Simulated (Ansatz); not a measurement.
# HNO (nitroxyl): HSE06/STO-3G

Aim: the energy change on altering one bond length of HNO (nitroxyl) at HSE06/STO-3G, from 2 runs. 

The results are computed with Ansatz 0.2.0.

50 further runs of the same task are left out: 1 that didn't finish, 49 set aside as unsound or not needed.

## (1) The system as given

The species is HNO (3 atoms), meant as a singlet with charge 0. SMILES: `N=O`. The shape is that of a PBE0-D4/def2-TZVP optimisation.

Bond lengths: N1–O2 1.190 Å, N1–H3 1.063 Å. Angles: O2–N1–H3 108.9°.

## (2) A single-point energy at HSE06/STO-3G

The input, in.yaml:

```yaml
crystal:
  periodic: [false, false, false]
  atoms:
    - symbol: "N"
      position_ang: [-0.283700, 0.312790, -0.117160]
    - symbol: O
      position_ang: [0.755300, 0.397200, 0.456500]
    - symbol: H
      position_ang: [-0.471600, -0.709980, -0.339350]
basis:
  gaussian:
    orbitals: STO-3G
hamiltonian:
  xc: hse06
accuracy: high
```

On the command line:

```bash
$ ansatz run in.yaml --threads 1 --pin off --max-ram 3480MiB --events-out events.jsonl --progress --plain --runs-dir runs
```

Standard output:

```text
Warning: RAYON_NUM_THREADS=1 ignored (pool sized by the plan → 1); use --threads N
Functional definition: HSE06
  name "HSE06"
  parameter a = 0.25
  parameter omega = 0.11/bohr
  exchange = pbe_x - a*pbe_x_sr(omega) + a*exact_x_sr(omega)
  correlation = pbe_c
168 factors; integrals over basis functions are off by at most 3.7e-8 eV
35 factors; integrals over basis functions are off by at most 3.1e-10 eV
mean field evaluation 1: about -3498.1994 eV, gradient 8.8e0 eV
mean field evaluation 2: about -3497.8558 eV, gradient 1.5e1 eV
mean field evaluation 4: about -3498.4191 eV, gradient 7.3e-2 eV
mean field evaluation 8: about -3498.4125 eV, gradient 2.2e-3 eV
mean field evaluation 16: about -3498.4125 eV, gradient 8.1e-8 eV
mean field -3498.41252119 eV, -128.5642888447 hartree, gradient 8.1e-8 eV, S^2 0.000000; 0 other end points of the search recorded, 0 dependent functions left out
reference -3498.41252227 eV, -128.5642888842 hartree; 8, 8 occupied and 3, 3 virtual orbitals, 168 factors
Total energy: -3498.41252227 eV, -128.5642888842 hartree
```

Wall time 0.46 s (1 thread of AMD EPYC 7R43 (Zen 3), shared host).

## (3) The distorted shape, same level

The input, molecule.yaml:

```yaml
crystal:
  periodic: [false, false, false]
  atoms:
    - {symbol: N, position_ang: [-0.236725, 0.568483, -0.061612]}
    - {symbol: O, position_ang: [0.802275, 0.652893, 0.512048]}
    - {symbol: H, position_ang: [-0.471600, -0.709980, -0.339350]}
basis:
  gaussian: {orbitals: STO-3G}
hamiltonian: {xc: {name: HSE06}}
accuracy: high
```

On the command line:

```bash
$ ansatz run molecule.yaml --threads 1 --pin off --max-ram 3480MiB --events-out events.jsonl --progress --plain --runs-dir runs
```

Standard output:

```text
Warning: RAYON_NUM_THREADS=1 ignored (pool sized by the plan → 1); use --threads N
Functional definition: HSE06
  name "HSE06"
  parameter a = 0.25
  parameter omega = 0.11/bohr
  exchange = pbe_x - a*pbe_x_sr(omega) + a*exact_x_sr(omega)
  correlation = pbe_c
168 factors; integrals over basis functions are off by at most 3.9e-8 eV
35 factors; integrals over basis functions are off by at most 3.6e-10 eV
mean field evaluation 1: about -3497.8321 eV, gradient 1.0e1 eV
mean field evaluation 2: about -3497.5414 eV, gradient 1.5e1 eV
mean field evaluation 4: about -3498.1651 eV, gradient 1.2e0 eV
mean field evaluation 8: about -3498.1569 eV, gradient 2.5e-3 eV
mean field evaluation 16: about -3498.1569 eV, gradient 7.3e-9 eV
mean field -3498.15689125 eV, -128.5548946176 hartree, gradient 7.3e-9 eV, S^2 0.000000; 0 other end points of the search recorded, 0 dependent functions left out
reference -3498.15689232 eV, -128.5548946567 hartree; 8, 8 occupied and 3, 3 virtual orbitals, 168 factors
Total energy: -3498.15689232 eV, -128.5548946567 hartree
```

It took 0.65 s on 1 thread of AMD EPYC 7R43 (Zen 3), shared host.

## (4) Outcome

Level: HSE06/STO-3G.

```
                                                         quantity          value
                                        first shape: total energy  -128.56429 Eh
                                    distorted shape: total energy  -128.55489 Eh
energy change with the N1–H3 bond stretched from 1.063 to 1.329 Å       0.256 eV
```

**Reading.** With the N1–H3 bond stretched from 1.063 to 1.329 Å the energy rises by 0.26 eV (24.7 kJ/mol). The first shape isn't relaxed at this level, so the change isn't measured from a minimum. The minimal basis adds a large error of its own.
